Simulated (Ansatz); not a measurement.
# C₃H₇NO: one species, many methods

An exercise on one series of results from a longer session: the logs are not shown, and one member is left open.

Computed with Ansatz 0.2.0, Gaussian basis. Level: functionals in def2-TZVPP, the program's frozen cores in correlated methods.

Levels to be run: PBE-D4, r2SCAN-D4, PBE0-D4, B3LYP-D4, ωB97X-V, ωB97M-V, B2PLYP; CCSD(T)/def2-TZVPP; MP2/def2-QZVPP; extrapolation to the limit.

**The relaxed structure**

An earlier PBE0-D4 in a triple-zeta def2 set relaxation fixed the geometry.

SMILES `NCC1CO1`, 12 atoms, charge 0, spin multiplicity 1.

Atoms are counted from 1 here; the program's logs count them from 0.

Bond lengths: N1–C2 1.451 Å, N1–H6 1.013 Å, N1–H7 1.012 Å, C2–C3 1.505 Å, C2–H8 1.094 Å, C2–H9 1.094 Å, C3–C4 1.459 Å, C3–O5 1.418 Å, C3–H10 1.092 Å, C4–O5 1.419 Å, C4–H11 1.087 Å, C4–H12 1.088 Å. Angles: C2–N1–H6 110.7°, C2–N1–H7 111.0°, H6–N1–H7 107.2°, N1–C2–C3 114.6°, N1–C2–H8 109.3°, N1–C2–H9 108.4°, C3–C2–H8 108.5°, C3–C2–H9 109.3°, H8–C2–H9 106.4°, C2–C3–C4 121.5°, C2–C3–O5 117.0°, C2–C3–H10 115.4°, C4–C3–O5 59.1°, C4–C3–H10 117.5°, O5–C3–H10 114.0°, C3–C4–O5 59.0°, C3–C4–H11 120.1°, C3–C4–H12 119.1° and more.

Set-up of the first run:

Contents of in.yaml:

```yaml
crystal:
  periodic: [false, false, false]
  atoms:
    - {symbol: N, position_ang: [-1.283162, 1.206340, 0.637117]}
    - {symbol: C, position_ang: [0.031719, 1.012546, 0.055236]}
    - {symbol: C, position_ang: [0.599361, -0.369603, 0.235681]}
    - {symbol: C, position_ang: [0.433545, -1.400829, -0.783671]}
    - {symbol: O, position_ang: [1.676083, -0.739036, -0.609493]}
    - {symbol: H, position_ang: [-1.937504, 0.520827, 0.279717]}
    - {symbol: H, position_ang: [-1.254945, 1.096249, 1.643112]}
    - {symbol: H, position_ang: [-0.010648, 1.232657, -1.015876]}
    - {symbol: H, position_ang: [0.715692, 1.745084, 0.494777]}
    - {symbol: H, position_ang: [0.714008, -0.697504, 1.270533]}
    - {symbol: H, position_ang: [0.422682, -2.450607, -0.501153]}
    - {symbol: H, position_ang: [-0.095829, -1.155826, -1.702580]}
basis:
  gaussian: {orbitals: def2-TZVPP}
hamiltonian: {xc: pbe, dispersion: d4}
output: {forces: true, orbitals: {seedname: orbitals}}
```

Among the steps run: PBE-D4 (GGA); r2SCAN-D4 (meta-GGA); PBE0-D4 (hybrid); B3LYP-D4 (hybrid); ωB97X-V (range-separated); ωB97M-V (range-separated); B2PLYP (double hybrid); CCSD(T) in def2-TZVPP; MP2 in def2-QZVPP.

One of the session's tables, all rows but one given; the rest of the session is left out.

It belongs to the step «Atomisation energies». 

| method | atomisation energy (kJ/mol) |
| --- | --- |
| PBE-D4 | 4814.2 |
| r2SCAN-D4 | 4672.5 |
| PBE0-D4 | 4703.9 |
| B3LYP-D4 | 4670.4 |
| ωB97X-V | 4685.5 |
| ωB97M-V | 4686.4 |
| B2PLYP | 4620.9 |
| HF/def2-TZVPP | 3256.2 |
| MP2/def2-TZVPP | 4622.2 |
| CCSD/def2-TZVPP | 4460.0 |
| CCSD(T)/def2-TZVPP | 4536.7 |
| MP2/CBS | 4748.2 |
| CCSD(T)/CBS | ? |

**Question.** Estimate the row for CCSD(T)/CBS.

The run gave: atomisation energy (kJ/mol): 4662.7. In the column «atomisation energy (kJ/mol)» it lies between MP2/def2-TZVPP (4622.2) and B3LYP-D4 (4670.4).
